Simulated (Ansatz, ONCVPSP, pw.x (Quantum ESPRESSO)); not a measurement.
# pw.x on bcc Ta: one setting changed

Potential: optimised norm-conserving Vanderbilt (ONCV), ONCVPSP 4.0.1.1 (patched build), PBE; core [Xe] 4f14, reference 5d3 6s1.75 6p0.25; waves: 6s: rc 3.00 bohr, ncon 4, nbas 7, qcut 2.3 1/bohr, 3 projectors, debl 1.4 Ha; 6p: rc 2.95 bohr, ncon 3, nbas 6, qcut 2.4 1/bohr, 3 projectors, debl 2.7 Ha; 5d: rc 3.00 bohr, ncon 3, nbas 7, qcut 4.9 1/bohr, 2 projectors, debl 3.5 Ha; local part: polynomial inside 2.90 bohr (lpopt 5, dvloc0 0 Ha); core correction: polynomial model core, fcfact 0.15.

The reference run (k-mesh 14³, cutoffs 50/200 Ry, Fermi–Dirac 0.01 Ry, mixing_beta 0.4, conv_thr 1e-9, no spin) gives 0.90 GPa at 18.192 Å³/atom, where all-electron LAPW gives 1.22 GPa. This run, with its own iteration cap, changes smearing to mv.

```
&control
  calculation='scf', prefix='x', pseudo_dir='./', outdir='./tmp', tstress=.true., disk_io='none'
/
&system
  ibrav=0, nat=1, ntyp=1, ecutwfc=50, ecutrho=200, nbnd=9,
  occupations='smearing', smearing='mv', degauss=0.01
/
&electrons
  conv_thr=1e-09, mixing_beta=0.4, electron_maxstep=60
/
ATOMIC_SPECIES
Ta 1.0 Ta.UPF
CELL_PARAMETERS angstrom
  -1.65681297 1.65681297 1.65681297
  1.65681297 -1.65681297 1.65681297
  1.65681297 1.65681297 -1.65681297
ATOMIC_POSITIONS crystal
Ta 0.0000 0.0000 0.0000
K_POINTS automatic
14 14 14 0 0 0
```

```bash
pw.x < Ta.scf.in > Ta.scf.out
```

Problem. How does the run end?

Solution. It converges in 8 iterations; the free energy moves by +36.0 meV/atom and the pressure by -0.28 GPa. This scheme is built to cancel the term in the square of the width that Fermi–Dirac smearing leaves in the F of a metal.

```
Message from routine setup:
     using ibrav=0 with symmetry is DISCOURAGED, use correct ibrav instead
     lattice parameter (alat)  =       5.4229  a.u.
     unit-cell volume          =     122.7657 (a.u.)^3
     number of electrons       =         5.00
     number of Kohn-Sham states=            9
     kinetic-energy cutoff     =      50.0000  Ry
     charge density cutoff     =     200.0000  Ry
     scf convergence threshold =      1.0E-09
     Exchange-correlation= PBE
     number of k points=   104  Marzari-Vanderbilt smearing, width (Ry)=  0.0100
     iteration #  1     ecut=    50.00 Ry     beta= 0.40
     total energy              =     -12.28034255 Ry
     estimated scf accuracy    <       0.02718183 Ry
     iteration #  2     ecut=    50.00 Ry     beta= 0.40
     total energy              =     -12.27765666 Ry
     estimated scf accuracy    <       0.00638668 Ry
     iteration #  3     ecut=    50.00 Ry     beta= 0.40
     total energy              =     -12.27847645 Ry
     estimated scf accuracy    <       0.00004279 Ry
     iteration #  4     ecut=    50.00 Ry     beta= 0.40
     total energy              =     -12.27849607 Ry
     estimated scf accuracy    <       0.00000432 Ry
     iteration #  5     ecut=    50.00 Ry     beta= 0.40
     total energy              =     -12.27849652 Ry
     estimated scf accuracy    <       0.00000002 Ry
     iteration #  6     ecut=    50.00 Ry     beta= 0.40
     total energy              =     -12.27849655 Ry
     estimated scf accuracy    <       0.00000003 Ry
     iteration #  7     ecut=    50.00 Ry     beta= 0.40
     total energy              =     -12.27849656 Ry
     estimated scf accuracy    <          1.1E-09 Ry
     iteration #  8     ecut=    50.00 Ry     beta= 0.40
     the Fermi energy is    11.9431 ev
!    total energy              =     -12.27849656 Ry
     estimated scf accuracy    <          1.2E-11 Ry
     smearing contrib. (-TS)   =       0.00029911 Ry
     The total energy is F=E-TS. E is the sum of the following terms:
     one-electron contribution =       8.03237863 Ry
     hartree contribution      =       0.03249826 Ry
     xc contribution           =      -5.81427600 Ry
     ewald contribution        =     -14.52939656 Ry
     convergence has been achieved in   8 iterations
          total   stress  (Ry/bohr**3)                   (kbar)     P=        6.16
     Message from routine punch:
     Nothing written, as per user request (disk_io='none')
```

The run took about 14 s on one core of a shared host (Neoverse-N1, 64 threads, 124 GiB, load 59).
